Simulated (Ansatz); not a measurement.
Molecule: C2F3 (charge 0, doublet). It need not be the lowest isomer of its formula. SMILES: F[C]=C(F)F
Coordinates optimised at B3LYP-D3(BJ)/def2-TZVP (Ansatz, a program for electronic structure):
```
C
C 1 1.3115
F 2 1.3045 1 129.75
F 1 1.3195 2 123.31 3 180.00
F 1 1.3269 2 124.94 3 0.00
```
Charge 0, spin multiplicity 2.

Computed values are from Ansatz. Cores are frozen in the correlated levels unless marked. Open shells are spin-unrestricted. No spin-orbit coupling. No relativistic terms. CBS(X,Y): correlation extrapolated as X^-3; Hartree-Fock from the larger set. The bracket is a focal-point correction in the basis named.

| Item | Value |
|---|---|
| atomisation energy De | 457.2 kcal/mol at RI-MP2/CBS(cc-pVTZ,cc-pVQZ)+[CCSD(T)-MP2]/cc-pVTZ |
| total energy | -375.3089 Eh at RI-MP2/CBS(cc-pVTZ,cc-pVQZ)+[CCSD(T)-MP2]/cc-pVTZ |
| dipole moment | 0.45 D at CCSD(T)/aug-cc-pVDZ |
| T1 diagnostic | 0.028 at CCSD/cc-pVTZ |

The UHF reference is spin-contaminated (<S^2> 0.19 over the pure value in the largest basis).
